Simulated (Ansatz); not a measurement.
Input for Ansatz (development build ahead of 0.2.0):

```yaml
crystal:
  periodic: [false, false, false]
  atoms:
    - { symbol: C, position_ang: [0.0, 0.0, 0.60808] }
    - { symbol: C, position_ang: [0.0, 0.0, -0.60808] }
    - { symbol: H, position_ang: [0.0, 0.0, -1.62399] }
    - { symbol: H, position_ang: [0.0, 0.0, 1.62399] }
basis:
  gaussian: { orbitals: cc-pVTZ }
hamiltonian:
  xc: hf
correlation:
  method: mp2
  frozen_orbitals: { C: 1, H: 0 }
output:
  forces: true
```

The input is written out in the form of the current development build from the run's settings.

Output:

```json
{"Converged": "yes", "Reference energy": "-76.84528 hartree", "Correlation energy": "-0.31046 hartree", "Total energy": "-77.15574 hartree", "Spin squared of the determinant": "0.000", "Stability test": "minimum among restricted orbitals", "Occupied orbitals by symmetry in an Abelian subgroup (alpha; beta)": "3 Ag 2 B1u 1 B2u 1 B3u; 3 Ag 2 B1u 1 B2u 1 B3u"}
```

Forces (eV/Å):
| atom | Fx | Fy | Fz |
| --- | --- | --- | --- |
| C1 | 0.000 | 0.000 | -2.660 |
| C2 | 0.000 | 0.000 | 2.660 |
| H3 | 0.000 | 0.000 | -2.120 |
| H4 | 0.000 | 0.000 | 2.120 |
